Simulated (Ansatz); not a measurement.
Born–Oppenheimer molecular dynamics of BFH4O (7 atoms, charge 0, multiplicity 1). It starts at the highest image of a converged band, a first-order saddle point between two minima.

The calculation used RKS B3LYP-D4/6-31G* in Ansatz.

```
ensemble                      : NVE (velocity Verlet)
time step                     : 0.5 fs
steps asked                   : 200
starting velocities drawn for : 100 K
seed                          : 6825
```

Frames 1 fs apart, positions in Å.

Velocities at 85 fs (Å/ps):

```
B 0.71 8.71 4.96
F -0.48 4.24 -3.61
H 11.49 16.64 33.61
H -19.09 15.59 31.37
O -1.05 -10.06 -3.34
H 18.58 -12.49 4.82
H 7.08 -33.49 -1.88
```

```xyz
7
Properties=species:S:1:pos:R:3 time_fs=85 energy_less_start_eV=-0.369 T=671
B 0.047 0.217 0.314
F -0.089 0.671 1.569
H 1.096 0.012 -0.193
H -0.873 0.079 -0.410
O 0.168 -2.567 0.080
H -0.756 -2.658 0.293
H 0.505 -2.795 0.939
7
Properties=species:S:1:pos:R:3 time_fs=86 energy_less_start_eV=-0.407 T=729
B 0.048 0.226 0.319
F -0.089 0.675 1.565
H 1.111 0.029 -0.158
H -0.895 0.095 -0.378
O 0.167 -2.577 0.076
H -0.744 -2.671 0.296
H 0.517 -2.830 0.940
7
Properties=species:S:1:pos:R:3 time_fs=87 energy_less_start_eV=-0.448 T=792
B 0.049 0.234 0.324
F -0.090 0.679 1.561
H 1.129 0.048 -0.120
H -0.924 0.111 -0.346
O 0.167 -2.587 0.073
H -0.750 -2.683 0.295
H 0.537 -2.864 0.943
7
Properties=species:S:1:pos:R:3 time_fs=88 energy_less_start_eV=-0.464 T=816
B 0.050 0.242 0.328
F -0.090 0.683 1.558
H 1.152 0.068 -0.081
H -0.956 0.127 -0.313
O 0.167 -2.597 0.071
H -0.769 -2.696 0.292
H 0.561 -2.897 0.939
7
Properties=species:S:1:pos:R:3 time_fs=89 energy_less_start_eV=-0.436 T=774
B 0.051 0.251 0.332
F -0.091 0.687 1.554
H 1.175 0.089 -0.044
H -0.987 0.143 -0.282
O 0.167 -2.607 0.069
H -0.792 -2.707 0.286
H 0.584 -2.926 0.924
7
Properties=species:S:1:pos:R:3 time_fs=90 energy_less_start_eV=-0.386 T=697
B 0.051 0.259 0.335
F -0.091 0.692 1.552
H 1.196 0.109 -0.009
H -1.014 0.158 -0.251
O 0.168 -2.618 0.069
H -0.809 -2.718 0.276
H 0.604 -2.950 0.897
7
Properties=species:S:1:pos:R:3 time_fs=91 energy_less_start_eV=-0.336 T=619
B 0.052 0.266 0.337
F -0.092 0.696 1.550
H 1.214 0.130 0.023
H -1.034 0.172 -0.224
O 0.167 -2.628 0.069
H -0.812 -2.728 0.263
H 0.619 -2.971 0.862
7
Properties=species:S:1:pos:R:3 time_fs=92 energy_less_start_eV=-0.288 T=545
B 0.053 0.273 0.338
F -0.092 0.701 1.549
H 1.226 0.149 0.049
H -1.046 0.184 -0.199
O 0.166 -2.639 0.069
H -0.801 -2.736 0.248
H 0.632 -2.991 0.826
7
Properties=species:S:1:pos:R:3 time_fs=93 energy_less_start_eV=-0.239 T=470
B 0.053 0.280 0.338
F -0.093 0.705 1.549
H 1.232 0.167 0.069
H -1.048 0.193 -0.180
O 0.164 -2.649 0.069
H -0.781 -2.746 0.234
H 0.646 -3.014 0.795
7
Properties=species:S:1:pos:R:3 time_fs=94 energy_less_start_eV=-0.197 T=406
B 0.054 0.287 0.337
F -0.094 0.711 1.550
H 1.232 0.183 0.081
H -1.043 0.200 -0.167
O 0.162 -2.658 0.069
H -0.761 -2.757 0.223
H 0.662 -3.042 0.774
7
Properties=species:S:1:pos:R:3 time_fs=95 energy_less_start_eV=-0.189 T=393
B 0.055 0.293 0.336
F -0.095 0.716 1.553
H 1.225 0.198 0.084
H -1.030 0.203 -0.163
O 0.161 -2.667 0.067
H -0.753 -2.772 0.218
H 0.680 -3.075 0.763
7
Properties=species:S:1:pos:R:3 time_fs=96 energy_less_start_eV=-0.227 T=451
B 0.056 0.300 0.335
F -0.096 0.722 1.556
H 1.215 0.210 0.079
H -1.013 0.203 -0.167
O 0.160 -2.676 0.065
H -0.761 -2.792 0.220
H 0.694 -3.111 0.756
```

Of the whole run (100 fs, mean temperature of the second half 718 K): The conserved energy stayed within 0.16 meV per atom of its start (net change -0.085 meV per atom), so the integration is sound. The kinetic energy rose, since the run started high on the potential surface and went downhill. It ends in pieces (BFH2 + H2O), so much of that is their flight and rotation, not heat. A run of 0.1 ps of so small a system gives no equilibrium averages. The orbitals stay closed-shell, which can raise the energy where a bond breaks towards radicals; this wasn't checked here.

Run time: 3.9 min on 1 thread of Arm Neoverse V1, on a shared host, peak memory 0.086 GiB.
